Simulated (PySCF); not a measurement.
# One shape, several levels: singlet [SiNH4]+

Aim: a comparison of 6 runs (B2PLYP/STO-3G, B3LYP/STO-3G, PBE0/STO-3G, BCCD(T)/STO-3G, CCSDTQ/STO-3G, NEVPT2(2,2)/STO-3G) of singlet [SiNH4]+. The job is set up through a Python script.

The calculation is run with PySCF 2.14.0.

7 further runs of the same task are left out: 7 set aside as unsound or not needed.

## (1) The system as given

[SiNH4]+: 6 atoms, total charge +1, spin state singlet. As SMILES of the parent species, `[NH][SiH3]`. The coordinates come from a PBE0-D4/def2-TZVP relaxation. That shape belongs to the parent species and isn't relaxed for this state.

Bond lengths: N1–Si2 1.753 Å, N1–H3 1.023 Å, Si2–H4 1.491 Å, Si2–H5 1.491 Å, Si2–H6 1.481 Å. Angles: N1–Si2–H4 110.8°, N1–Si2–H5 109.1°, N1–Si2–H6 109.3°, Si2–N1–H3 111.9°, H4–Si2–H5 108.6°, H4–Si2–H6 109.5°, H5–Si2–H6 109.5°.

## (2) A single-point energy at B2PLYP/STO-3G (run 1)

Input file calc.py:

```python
from pyscf import gto, dft, mp

mol = gto.Mole()
mol.atom = '''
N      0.592100    -0.835200     0.909500
Si    -0.203700     0.347600    -0.110000
H      0.922800    -1.640700     0.372700
H     -1.310600    -0.282300    -0.885500
H      0.789500     0.911800    -1.068900
H     -0.748100     1.434800     0.736200
'''
mol.verbose = 4
mol.charge = 1
mol.max_memory = 1860
mol.basis = 'sto-3g'
mol.build()

myscf = dft.RKS(mol)
myscf.xc = '0.53*HF + 0.47*B88, 0.73*LYP'
myscf.grids.level = 5
myscf.conv_tol = 1e-10
myscf.kernel()
if not myscf.converged:
    myscf = myscf.newton().run(myscf.mo_coeff, myscf.mo_occ)

pt = mp.MP2(myscf, frozen=6).run()
e_tot = myscf.e_tot + 0.27 * pt.e_corr
print('PT2 part  %.8f' % (0.27 * pt.e_corr))
print('E = %.10f Eh' % e_tot)
```

Launch:

```
$ OMP_NUM_THREADS=1 python calc.py
```

Standard output:

```text
PySCF version 2.14.0

[... 78 lines left out ...]
converged SCF energy = -341.89129747672
[... 1 line left out ...]
******** <class 'pyscf.mp.mp2.RMP2'> ********
nocc = 6, nmo = 12
frozen orbitals 6
E(RMP2) = -342.012253817279  E_corr = -0.120956340558251
E(SCS-RMP2) = -342.02572918377  E_corr = -0.134431707049405
E_corr(same-spin) = -0.0123645018698035
E_corr(oppo-spin) = -0.108591838688448
PT2 part  -0.03265821
E = -341.9239556887 Eh
```

It took 3.6 s on 1 thread of Arm Neoverse V1, shared host; peak memory 0.19 GiB.

## (3) A single-point energy at B3LYP/STO-3G (run 2)

Input file run.py:

```python
from pyscf import gto, dft

mol = gto.M(
    atom='''
N    0.592100  -0.835200   0.909500
Si  -0.203700   0.347600  -0.110000
H    0.922800  -1.640700   0.372700
H   -1.310600  -0.282300  -0.885500
H    0.789500   0.911800  -1.068900
H   -0.748100   1.434800   0.736200
''',
    max_memory=1860,
    verbose=4,
    basis='sto-3g',
    charge=1,
)

mf = dft.RKS(mol)
mf.xc = 'b3lyp'
mf.grids.level = 5
mf.conv_tol = 1e-10
mf.kernel()
if not mf.converged:
    mf = mf.newton().run(mf.mo_coeff, mf.mo_occ)

e_final = mf.e_tot
print(f'total energy: {e_final:.8f} hartree')
```

Launch:

```
$ OMP_NUM_THREADS=1 python run.py
```

Standard output:

```text
PySCF version 2.14.0

[INPUT] num. atoms = 6
[INPUT] num. electrons = 24
[INPUT] charge = 1
[INPUT] spin (= nelec alpha-beta = 2S) = 0
[INPUT] symmetry False subgroup None
[INPUT] Mole.unit = angstrom
[INPUT] Symbol           X                Y                Z      unit          X                Y                Z       unit  Magmom
[INPUT]  1 N      0.592100000000  -0.835200000000   0.909500000000 AA    1.118906838355  -1.578299259237   1.718705910292 Bohr   0.0
[INPUT]  2 Si    -0.203700000000   0.347600000000  -0.110000000000 AA   -0.384937211574   0.656868800899  -0.207869873702 Bohr   0.0
[INPUT]  3 H      0.922800000000  -1.640700000000   0.372700000000 AA    1.743839267749  -3.100473652574   0.704300926625 Bohr   0.0
[INPUT]  4 H     -1.310600000000  -0.282300000000  -0.885500000000 AA   -2.476675058855  -0.533469684965  -1.673352483302 Bohr   0.0
[INPUT]  5 H      0.789500000000   0.911800000000  -1.068900000000 AA    1.491938775344   1.723052280378  -2.019928254548 Bohr   0.0
[INPUT]  6 H     -0.748100000000   1.434800000000   0.736200000000 AA   -1.413704113787   2.711379043526   1.391216372905 Bohr   0.0

nuclear repulsion = 56.6744251402679
number of shells = 12
number of NR pGTOs = 54
number of NR cGTOs = 18
basis = sto-3g
ecp = {}

******** <class 'pyscf.dft.rks.RKS'> ********
method = RKS
initial guess = minao
damping factor = 0
level_shift factor = 0
DIIS = <class 'pyscf.scf.diis.CDIIS'>
diis_start_cycle = 1
diis_space = 8
diis_damp = 0
SCF conv_tol = 1e-10
SCF conv_tol_grad = None
SCF max_cycles = 50
direct_scf = True
direct_scf_tol = 1e-13
XC library pyscf.dft.libxc version 7.0.0
    S. Lehtola, C. Steigemann, M. J.T. Oliveira, and M. A.L. Marques.,  SoftwareX 7, 1–5 (2018)
XC functionals = b3lyp
    P. J. Stephens, F. J. Devlin, C. F. Chabalowski, and M. J. Frisch.,  J. Phys. Chem. 98, 11623 (1994)
radial grids:
    Treutler-Ahlrichs [JCP 102, 346 (1995); DOI:10.1063/1.469408] (M4) radial grids

becke partition: Becke, JCP 88, 2547 (1988); DOI:10.1063/1.454033
pruning grids: <function nwchem_prune>
grids dens level: 5
symmetrized grids: False
atomic radii adjust function: <function treutler_atomic_radii_adjust>
small_rho_cutoff = 0
Set gradient conv threshold to 1e-05
Initial guess from minao.
tot grids = 179832
init E= -342.205740109674
  HOMO = -0.288834015483808  LUMO = -0.235800933427959  gap/eV = 1.44310
cycle= 1 E= -342.13429781115  delta_E= 0.0714  |g|= 0.225  |ddm|= 2.73
  HOMO = -0.538639153685606  LUMO = -0.496512302803571  gap/eV = 1.14633
cycle= 2 E= -342.100351973255  delta_E= 0.0339  |g|= 0.354  |ddm|= 0.881
  HOMO = -0.517289395589229  LUMO = -0.435270108433498  gap/eV = 2.23186
cycle= 3 E= -342.148404760818  delta_E= -0.0481  |g|= 0.142  |ddm|= 0.707
  HOMO = -0.530942708498698  LUMO = -0.451798313570373  gap/eV = 2.15363
cycle= 4 E= -342.157466805294  delta_E= -0.00906  |g|= 0.00503  |ddm|= 0.223
  HOMO = -0.531644860955386  LUMO = -0.451156922906088  gap/eV = 2.19019
cycle= 5 E= -342.157478378837  delta_E= -1.16e-05  |g|= 0.000755  |ddm|= 0.01
  HOMO = -0.531604287610837  LUMO = -0.451263601568124  gap/eV = 2.18618
cycle= 6 E= -342.157478609591  delta_E= -2.31e-07  |g|= 0.000397  |ddm|= 0.0021
  HOMO = -0.531631423555029  LUMO = -0.451283924002631  gap/eV = 2.18637
cycle= 7 E= -342.157478687745  delta_E= -7.82e-08  |g|= 6.95e-05  |ddm|= 0.000722
  HOMO = -0.53163611730137  LUMO = -0.451289988471406  gap/eV = 2.18633
cycle= 8 E= -342.157478690636  delta_E= -2.89e-09  |g|= 1.17e-05  |ddm|= 0.000153
  HOMO = -0.531636934226512  LUMO = -0.451292079002892  gap/eV = 2.18629
cycle= 9 E= -342.157478690944  delta_E= -3.08e-10  |g|= 8.63e-06  |ddm|= 0.000111
  HOMO = -0.531636464618284  LUMO = -0.451290952206365  gap/eV = 2.18631
cycle= 10 E= -342.157478690993  delta_E= -4.9e-11  |g|= 5.59e-07  |ddm|= 3.17e-05
  HOMO = -0.531636404573598  LUMO = -0.451290845532927  gap/eV = 2.18631
Extra cycle  E= -342.157478690994  delta_E= -2.27e-13  |g|= 6.27e-07  |ddm|= 2.02e-06
converged SCF energy = -342.157478690994
total energy: -342.15747869 hartree
```

It took 3.3 s on 1 thread of Arm Neoverse V1, shared host; peak memory 0.2 GiB.

## (4) A single-point energy at PBE0/STO-3G (run 3)

Input file job.py:

```python
from pyscf import gto, dft

mol = gto.M(
    atom=[
    ('N', (0.592100, -0.835200, 0.909500)),
    ('Si', (-0.203700, 0.347600, -0.110000)),
    ('H', (0.922800, -1.640700, 0.372700)),
    ('H', (-1.310600, -0.282300, -0.885500)),
    ('H', (0.789500, 0.911800, -1.068900)),
    ('H', (-0.748100, 1.434800, 0.736200)),
],
    basis='sto-3g',
    verbose=4,
    max_memory=1860,
    charge=1,
)

calc0 = dft.RKS(mol)
calc0.xc = 'pbe0'
calc0.grids.level = 5
calc0.conv_tol = 1e-10
calc0.kernel()
if not calc0.converged:
    calc0 = calc0.newton().run(calc0.mo_coeff, calc0.mo_occ)

e_tot = calc0.e_tot
print('E(%s) = %.9f' % ('PBE0', e_tot))
```

Launch:

```
$ OMP_NUM_THREADS=1 python job.py
```

Standard output:

```text
PySCF version 2.14.0

[INPUT] num. atoms = 6
[INPUT] num. electrons = 24
[INPUT] charge = 1
[INPUT] spin (= nelec alpha-beta = 2S) = 0
[INPUT] symmetry False subgroup None
[INPUT] Mole.unit = angstrom
[INPUT] Symbol           X                Y                Z      unit          X                Y                Z       unit  Magmom
[INPUT]  1 N      0.592100000000  -0.835200000000   0.909500000000 AA    1.118906838355  -1.578299259237   1.718705910292 Bohr   0.0
[INPUT]  2 Si    -0.203700000000   0.347600000000  -0.110000000000 AA   -0.384937211574   0.656868800899  -0.207869873702 Bohr   0.0
[INPUT]  3 H      0.922800000000  -1.640700000000   0.372700000000 AA    1.743839267749  -3.100473652574   0.704300926625 Bohr   0.0
[INPUT]  4 H     -1.310600000000  -0.282300000000  -0.885500000000 AA   -2.476675058855  -0.533469684965  -1.673352483302 Bohr   0.0
[INPUT]  5 H      0.789500000000   0.911800000000  -1.068900000000 AA    1.491938775344   1.723052280378  -2.019928254548 Bohr   0.0
[INPUT]  6 H     -0.748100000000   1.434800000000   0.736200000000 AA   -1.413704113787   2.711379043526   1.391216372905 Bohr   0.0

nuclear repulsion = 56.6744251402679
number of shells = 12
number of NR pGTOs = 54
number of NR cGTOs = 18
basis = sto-3g
ecp = {}

******** <class 'pyscf.dft.rks.RKS'> ********
method = RKS
initial guess = minao
damping factor = 0
level_shift factor = 0
DIIS = <class 'pyscf.scf.diis.CDIIS'>
diis_start_cycle = 1
diis_space = 8
diis_damp = 0
SCF conv_tol = 1e-10
SCF conv_tol_grad = None
SCF max_cycles = 50
direct_scf = True
direct_scf_tol = 1e-13
XC library pyscf.dft.libxc version 7.0.0
    S. Lehtola, C. Steigemann, M. J.T. Oliveira, and M. A.L. Marques.,  SoftwareX 7, 1–5 (2018)
XC functionals = pbe0
radial grids:
    Treutler-Ahlrichs [JCP 102, 346 (1995); DOI:10.1063/1.469408] (M4) radial grids

becke partition: Becke, JCP 88, 2547 (1988); DOI:10.1063/1.454033
pruning grids: <function nwchem_prune>
grids dens level: 5
symmetrized grids: False
atomic radii adjust function: <function treutler_atomic_radii_adjust>
small_rho_cutoff = 0
Set gradient conv threshold to 1e-05
[... 1 set-up line as earlier in the session ...]
tot grids = 179832
init E= -342.005289408712
  HOMO = -0.289160944528215  LUMO = -0.233728657362535  gap/eV = 1.50839
cycle= 1 E= -341.948725385416  delta_E= 0.0566  |g|= 0.212  |ddm|= 2.72
  HOMO = -0.544589987765604  LUMO = -0.487710234443701  gap/eV = 1.54778
cycle= 2 E= -341.928922217319  delta_E= 0.0198  |g|= 0.297  |ddm|= 0.777
  HOMO = -0.527690396256338  LUMO = -0.428534235911526  gap/eV = 2.69818
cycle= 3 E= -341.963043230816  delta_E= -0.0341  |g|= 0.119  |ddm|= 0.599
  HOMO = -0.538532250914372  LUMO = -0.442611441421675  gap/eV = 2.61014
cycle= 4 E= -341.969276250653  delta_E= -0.00623  |g|= 0.00758  |ddm|= 0.179
  HOMO = -0.539496265249183  LUMO = -0.442519703657308  gap/eV = 2.63887
cycle= 5 E= -341.969301724291  delta_E= -2.55e-05  |g|= 0.00112  |ddm|= 0.0132
  HOMO = -0.539450582488125  LUMO = -0.442675633837965  gap/eV = 2.63338
cycle= 6 E= -341.96930221248  delta_E= -4.88e-07  |g|= 0.000423  |ddm|= 0.00223
  HOMO = -0.539486453332431  LUMO = -0.442704497543572  gap/eV = 2.63357
cycle= 7 E= -341.969302301457  delta_E= -8.9e-08  |g|= 5.49e-05  |ddm|= 0.000808
  HOMO = -0.539491233595164  LUMO = -0.442711653553693  gap/eV = 2.63351
cycle= 8 E= -341.969302304591  delta_E= -3.13e-09  |g|= 1.29e-05  |ddm|= 0.000226
  HOMO = -0.539490894224622  LUMO = -0.442711839505133  gap/eV = 2.63349
cycle= 9 E= -341.969302305106  delta_E= -5.15e-10  |g|= 8.11e-06  |ddm|= 0.000129
  HOMO = -0.539490650608756  LUMO = -0.442710909711349  gap/eV = 2.63351
cycle= 10 E= -341.969302305189  delta_E= -8.34e-11  |g|= 9.99e-07  |ddm|= 5.37e-05
  HOMO = -0.539490545555033  LUMO = -0.442710648080243  gap/eV = 2.63352
Extra cycle  E= -341.96930230519  delta_E= -4.55e-13  |g|= 1.43e-06  |ddm|= 4.66e-06
converged SCF energy = -341.96930230519
E(PBE0) = -341.969302305
```

Run time: 2.9 s. Hardware: 1 thread of Arm Neoverse V1, shared host; peak memory 0.19 GiB.

Runs 4 to 5 aren't shown in full; the table further down has their settings and results.

## (5) A single-point energy at NEVPT2(2,2)/STO-3G (run 6)

Input file input.py:

```python
import numpy
from pyscf import gto, scf, mp, mcscf, mrpt

mol = gto.Mole()
mol.atom = [
    ('N', (0.592100, -0.835200, 0.909500)),
    ('Si', (-0.203700, 0.347600, -0.110000)),
    ('H', (0.922800, -1.640700, 0.372700)),
    ('H', (-1.310600, -0.282300, -0.885500)),
    ('H', (0.789500, 0.911800, -1.068900)),
    ('H', (-0.748100, 1.434800, 0.736200)),
]
mol.verbose = 4
mol.max_memory = 1860
mol.charge = 1
mol.spin = 0
mol.basis = 'sto-3g'
mol.build()

myscf = scf.RHF(mol)
myscf.conv_tol = 1e-10
myscf.kernel()
if not myscf.converged:
    myscf = myscf.newton().run(myscf.mo_coeff, myscf.mo_occ)

pt = mp.MP2(scf.addons.convert_to_uhf(myscf)).run()
noons, natorbs = mcscf.addons.make_natural_orbitals(pt)
print('natural occupations', numpy.round(noons[:40], 4))
cas = mcscf.CASSCF(myscf, 2, 2)
cas.fix_spin_(ss=0.0)
cas.natorb = True
cas.kernel(natorbs)
e_pt2 = mrpt.NEVPT(cas).kernel()
e_final = cas.e_tot + e_pt2
print(f'total energy: {e_final:.8f} hartree')
```

Launch:

```
$ OMP_NUM_THREADS=1 python input.py
```

Standard output:

```text
PySCF version 2.14.0

[... 64 lines left out ...]
converged SCF energy = -341.30181062563
[... 32 lines left out ...]
sorting_mo_energy = False
[... 30 lines left out ...]
1-step CASSCF converged in   8 macro (100 JK  24 micro) steps
[... 2 lines left out ...]
Natural orbital (expansion on meta-Lowdin AOs) in CAS space
[... 11 lines left out ...]
CASSCF energy = -341.319999315259
[... 2 lines left out ...]
******** <class 'pyscf.mrpt.nevpt2.NEVPT'> ********
NEVPT2 (1e+1e, 2o), ncore = 11, nvir = 5
root = 0
Natural occ [1.96718875 0.03281125]
Natural orbital (expansion on meta-Lowdin AOs) in CAS space
               #1        #2
0 N 1s          -0.00039   0.00105
0 N 2s           0.03603  -0.04377
0 N 2px         -0.19494   0.31535
[... 14 lines of this table left out ...]
5 H 1s           0.10294  -0.05195
<CAS-nat-orb|mo-hf>  12     11      -0.79576239
<CAS-nat-orb|mo-hf>  13     13       0.45507519
<CAS-nat-orb|mo-hf>  13     15      -0.43347193
<CAS-nat-orb|mo-hf>  13     16       0.56822536
<CAS-nat-orb|mo-hf>  13     17       0.44237942
Sr    (-1)',   E = 0.00000000001496
Si    (+1)',   E = -0.00000000006606
Sijrs (0)  ,   E = -0.05556621405923
Sijr  (+1) ,   E = -0.00425140225328
Srsi  (-1) ,   E = -0.00614521284887
Srs   (-2) ,   E = -0.00054744370429
Sij   (+2) ,   E = -0.00035549222288
Sir   (0)' ,   E = -0.00236808061730
Nevpt2 Energy = -0.069233845756952
total energy: -341.38923316 hartree
```

Wall time 1.3 s (1 thread of Arm Neoverse V1, shared host); peak memory 0.12 GiB.

## (6) Overview of the runs

```tsv
run	level	frozen core orbitals	integration grid	energy (Eh)	HOMO energy (eV)	LUMO energy (eV)	HOMO–LUMO gap (eV)	wall time
1	B2PLYP/STO-3G	6	5	-341.923956	-16.07	-10.21	5.86	3.6 s
2	B3LYP/STO-3G	–	5	-342.157479	-14.47	-12.28	2.19	3.3 s
3	PBE0/STO-3G	–	5	-341.969302	-14.68	-12.05	2.63	2.9 s
4	BCCD(T)/STO-3G	6	–	-341.427535	–	–	–	1.8 s
5	CCSDTQ/STO-3G	6	–	-341.429309	-17.97	-6.54	11.43	54 s
6	NEVPT2(2,2)/STO-3G	–	–	-341.389233	-17.97	-6.54	11.43	1.3 s
```

## (7) Outcome

```
                                    quantity          value
                         run 6: total energy  -341.38923 Eh
  run 6: HOMO energy (Hartree–Fock orbitals)      -17.97 eV
  run 6: LUMO energy (Hartree–Fock orbitals)       -6.54 eV
run 6: HOMO–LUMO gap (Hartree–Fock orbitals)       11.43 eV
```

**Reading.** Over runs 1, 2, 3 the HOMO–LUMO gap runs from 2.19 eV (B3LYP/STO-3G) to 5.86 eV (B2PLYP/STO-3G). A double hybrid's value is that of its SCF part. Totals of different functionals can't be ranked against each other. In runs 1, 2, 3, 4, 5, 6 the basis is minimal, so the values are rough. All runs together took 67 s, the longest 54 s.
